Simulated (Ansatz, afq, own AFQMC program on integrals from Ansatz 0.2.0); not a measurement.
Integrals from Ansatz 0.2.0, then the random walk in our own AFQMC program (afq).

```yaml
crystal:
  periodic: [false, false, false]
  atoms:
    - {symbol: Si, position_ang: [-0.118950, 0.000000, 0.833634]}
    - {symbol: N, position_ang: [0.165944, 0.000000, -1.565510]}
    - {symbol: H, position_ang: [0.550853, -1.226824, 1.359318]}
    - {symbol: H, position_ang: [0.550853, 1.226824, 1.359318]}
    - {symbol: H, position_ang: [-0.046639, -0.830073, -2.096170]}
    - {symbol: H, position_ang: [-0.046639, 0.830073, -2.096170]}
basis:
  gaussian: {orbitals: 6-31G}
magnetization: {spin_polarized: false, initial_magnetization: 1}
correlation: {method: ccsd_t, electrons: outside_noble_gas, hamiltonian_folder: ham}
```

```sh
$ ansatz run in.yaml --threads 1 --pin off --events-out ev --progress --plain --max-ram 1382MiB
```

afq runs on the folder ham with

```
--method free --trial cid --walkers 100 --time-step 0.05 --max-blocks 60 --target-error 0.00172 --factor-cut 0.0001 --seed 2794 --times 0.0,0.5,1.0,2.0,3.0,4.0 --taylor-order 4
```

Times are imaginary, in 1/Eh. The walk had a cap of 205 s.

Output of the walk:

```
orbitals 24  electrons 7 6  factors 134 of 400
reference energy -345.51438152 Eh
CCSD correlation -0.19846134 Eh in 18 cycles, weight of the determinant in the CISD state 0.8374
repeat  energy at the last time / Eh  error
    10  -345.722163  0.002344
    20  -345.720858  0.001432
    30  -345.719866  0.001175
time / (1/Eh)  energy / Eh  error  mean overlap
  0.00  -345.712860  0.000302  1.1259
  0.50  -345.717517  0.000223  1.1299
  1.00  -345.719090  0.000374  1.1266
  2.00  -345.719532  0.000687  1.1392
  3.00  -345.720380  0.000758  1.1432
  4.00  -345.719948  0.001132  1.1699
energy -345.719948 +/- 0.001132 Eh
```

The run passed its tests (error under three times the target), which doesn't prove that it has relaxed.

Against this walk (error 30.8 meV) on the same determinant: CCSD(T) 46.7 meV higher (within the noise), CCSDT(Q) 7.0 meV lower (within the noise). The error is statistical, and a free projection of finite length keeps a remainder of its start.

Cautions: remainder of the start not in the error; higher spins were not checked; a spin-contaminated unrestricted determinant lies lower (UHF 276 meV lower, ⟨S²⟩ 0.95); the search met a lower determinant of the same kind, perhaps of another symmetry (13 meV lower); strong correlation (T1 0.050, weight of the determinant 0.84, largest double 0.08); the time-step error isn't removed.

The walk took 36 s on 1 thread of Arm Neoverse V1 (shared host). The log's last line is the free-projection energy.

CCSDT and higher add their correlation energy to the determinant of the CCSD(T) run, since their own runs factorise the integrals more tightly (a shift of under 2 meV). A walk keeps the symmetry of its determinant, which the program's search chose and which needn't be the lowest solution, so a lower state of the same spin and another symmetry isn't excluded.
